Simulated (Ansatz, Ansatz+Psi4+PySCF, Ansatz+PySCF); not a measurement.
```xyz
7

C     0.0083    0.0000   -0.9094
C    -0.2596    0.0000    0.5210
Cl    1.3713    0.0000    1.4942
H     0.1998    0.9290   -1.4309
H     0.1998   -0.9290   -1.4309
H    -0.7599    0.8960    0.8780
H    -0.7599   -0.8960    0.8780
```

Basis set: cc-pVTZ on H, C; cc-pV(T+d)Z on Cl (spherical functions). Correlated methods keep 7 orbitals frozen. Correlation on ROHF uses semicanonical orbitals with singles. Charge 0, multiplicity 2.

Computed with Ansatz (development build ahead of 0.2.0); each method stands on the lowest determinant of its kind that the runs found.

(1) Give the atomization energy at this shape (free ground-state atoms in the same class of orbitals less the molecule, no zero-point energy) of doublet C₂H₄Cl by ROHF-CCSD(T), ROHF-MP2.

Results:

(1)

| method | atomization energy |
| --- | --- |
| ROHF-CCSD(T) | 2374.4 kJ/mol |
| ROHF-MP2 | 2397.6 kJ/mol |
